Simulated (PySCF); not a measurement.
**NaS and its ions**

PBE0; PySCF, spin-free X2C with a Gaussian nucleus, basis sets Na jorge-DZP-DKH, S jorge-DZP-DKH. Neutral (UKS): doublet (π ↑), Re = 2.498 Å, ωe = 331 cm⁻¹, De = 2.49 eV, HOMO -5.00 eV, LUMO -2.38 eV.

NaS⁺ (UKS): triplet (π ↑↑), Re = 2.881 Å, ωe = 170 cm⁻¹, De = 0.54 eV to Na⁺ + S. The energies at the minima are -561.53280 hartree for NaS and -561.26717 for NaS⁺.

Q: Work out the adiabatic ionisation energy, without and with harmonic zero-point energies (1 hartree = 27.2114 eV, 1 eV = 8065.5 cm⁻¹), and the change of the bond length.

A: At PBE0: 0.26563 hartree = 7.228 eV between the minima; the zero-point term (170.0 − 331.0)/2 cm⁻¹ = -0.010 eV makes it 7.218 eV. Re changes by +38.3 pm against the neutral. The electron leaves a π orbital, and the ion is left as a loose complex of an ion and an atom.

For an ion De counts to the pair picked by the measured ionisation energies or electron affinities, which need not be the lowest pair at this level. States were picked by a PBE0 search and need not be the measured ground states.
